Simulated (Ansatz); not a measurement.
Two members of one family (Series AlH2X), computed with Ansatz in the gas phase. Binding counts from free atoms in the multiplicity of their measured ground term, without zero-point energy. The structures are stationary points that may keep the symmetry of their start.

First: AlH2(vinyl) (singlet, charge 0, PBE0-D4/def2-TZVP geometry).

```xyz
8

Al    0.783    1.233   -0.257
H     1.235    2.161   -1.462
H     1.224    1.552    1.236
C    -0.319   -0.339   -0.523
C    -0.649   -1.099    0.526
H    -0.695   -0.658   -1.496
H    -0.320   -0.854    1.535
H    -1.258   -1.997    0.441
```

| level | HOMO (eV) | LUMO (eV) | gap (eV) | binding per atom (eV) |
| --- | --- | --- | --- | --- |
| BLYP-D4/def2-TZVP | -6.71 | -2.36 | 4.35 | 3.59 |
| r2SCAN-D4/def2-TZVP | -7.07 | -2.22 | 4.85 | 3.61 |
| r2SCAN-D4/def2-TZVPD | -7.07 | -2.23 | 4.84 | 3.61 |
| B3LYP-D4/def2-TZVP | -7.89 | -1.87 | 6.02 | 3.61 |
| LC-ωPBE/def2-TZVP | -10.84 | 0.40 | 11.23 | 3.58 |

Second: AlH2Et (singlet, charge 0, PBE0-D4/def2-TZVP geometry).

Cartesian coordinates in Å:
```
Al 1.531 0.468 0.468
H 2.110 -0.186 1.799
H 2.557 1.002 -0.627
C -0.404 0.549 0.159
C -0.950 -0.736 -0.480
H -0.639 1.404 -0.483
H -0.916 0.728 1.111
H -2.031 -0.683 -0.640
H -0.494 -0.933 -1.454
H -0.764 -1.613 0.147
```

Problem. Estimate the same table for the second.

Solution. 
```json
{"level": "BLYP-D4/def2-TZVP", "HOMO (eV)": "-6.17", "LUMO (eV)": "-2.03", "gap (eV)": "4.15", "binding per atom (eV)": "3.47"}
{"level": "r2SCAN-D4/def2-TZVP", "HOMO (eV)": "-6.52", "LUMO (eV)": "-1.77", "gap (eV)": "4.75", "binding per atom (eV)": "3.50"}
{"level": "r2SCAN-D4/def2-TZVPD", "HOMO (eV)": "-6.52", "LUMO (eV)": "-1.77", "gap (eV)": "4.75", "binding per atom (eV)": "3.50"}
{"level": "B3LYP-D4/def2-TZVP", "HOMO (eV)": "-7.32", "LUMO (eV)": "-1.58", "gap (eV)": "5.75", "binding per atom (eV)": "3.50"}
{"level": "LC-ωPBE/def2-TZVP", "HOMO (eV)": "-10.25", "LUMO (eV)": "0.68", "gap (eV)": "10.92", "binding per atom (eV)": "3.49"}
```
